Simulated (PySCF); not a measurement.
A series of substituents X on one scaffold: vinyl-X. Isolated molecules, 0 K electronic values unless said otherwise. One relaxed conformer stands for each flexible species; it need not be the lowest. Strings in code marks are SMILES.

All values below come from TPSSh-D3(BJ)/def2-TZVP // B3LYP-D3(BJ)/def2-TZVP (PySCF). Excitations are Tamm–Dancoff values on a coarser integration grid. The basis has no diffuse functions, so Rydberg states are missing or too high.

```json
[
 {"species": "X = methyl", "S1 oscillator strength": "0.000", "brightest of the four lowest singlets (TDA) (eV)": "8.08", "S1 excitation (TDA) (eV)": "7.62"},
 {"species": "X = fluoro (`C=CF`)", "S1 oscillator strength": "0.010", "brightest of the four lowest singlets (TDA) (eV)": "8.32", "S1 excitation (TDA) (eV)": "8.16"},
 {"species": "X = cyano (`C=CC#N`)", "S1 oscillator strength": "0.000", "brightest of the four lowest singlets (TDA) (eV)": "6.59", "S1 excitation (TDA) (eV)": "6.12"},
 {"species": "X = vinyl (`C(=C)C=C` (C–C–C–C torsion 180°))", "S1 oscillator strength": "1.01", "brightest of the four lowest singlets (TDA) (eV)": "6.35", "S1 excitation (TDA) (eV)": "6.35"},
 {"species": "X = boryl (`BC=C`)", "S1 oscillator strength": "0.000", "brightest of the four lowest singlets (TDA) (eV)": "6.27", "S1 excitation (TDA) (eV)": "5.33"},
 {"species": "X = germyl", "S1 oscillator strength": "0.003", "brightest of the four lowest singlets (TDA) (eV)": "7.52", "S1 excitation (TDA) (eV)": "6.79"},
 {"species": "X = carbamoyl (`C=CC(N)=O` (C–C–C–O torsion 0°))", "S1 oscillator strength": "0.000", "brightest of the four lowest singlets (TDA) (eV)": "6.94", "S1 excitation (TDA) (eV)": "4.37"},
 {"species": "X = cyclopropyl", "S1 oscillator strength": "0.630", "brightest of the four lowest singlets (TDA) (eV)": "7.04", "S1 excitation (TDA) (eV)": "7.04"}
]
```
